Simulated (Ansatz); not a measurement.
A made-up structure of BSiNH5, doublet:

N1  (-0.752, 0.438, -1.556)
B2  (-0.811, -0.030, -0.268)
Si3  (0.508, -0.344, 1.183)
H4  (-1.563, 0.526, -2.149)
H5  (0.102, 0.732, -2.011)
H6  (-0.387, 1.236, -1.035)
H7  (1.932, -0.011, 0.860)
H8  (0.464, -1.780, 1.572)
(Å)

It is relaxed with PBE-D4/def2-SVP and then PBE0-D4/def2-TZVP (Ansatz 0.2.0). Atoms count as bonded within 1.22 times the sum of their covalent radii (H–H: 0.88 Å). The end point is not checked to be a true minimum.

Problem. Does its bonding change? (Judge from chemistry; the calculation decides.)

Solution. By the calculation: No: no bond forms or breaks.

Where it ends: The first stage lowers the energy by 2.64 eV in 15 steps. It ends as BSiNH₅ ([NH3][B][SiH2]):
```tsv
atom	x (Å)	y (Å)	z (Å)
N1	-0.7090	0.7454	-1.4510
B2	-0.8008	-0.1142	-0.1404
Si3	0.5970	-0.7232	0.8609
H4	-1.1404	0.2684	-2.2407
H5	0.2622	0.9405	-1.7023
H6	-1.1840	1.6399	-1.3440
H7	2.0288	-0.4582	0.5242
H8	0.4390	-1.5312	2.0897
```

Labels in which every atom is bracketed show which atoms are joined, not bond orders.

For scale, one of the runs: PBE0-D4/def2-TZVP relaxation, 129 basis functions, launched by `ansatz run in.yaml --threads 2 --pin off --events-out ev --progress --plain --max-ram 4352MiB`. Hardware: 2 CPU threads of an Intel Xeon Platinum 8259CL, shared host. Wall time about 29 s.
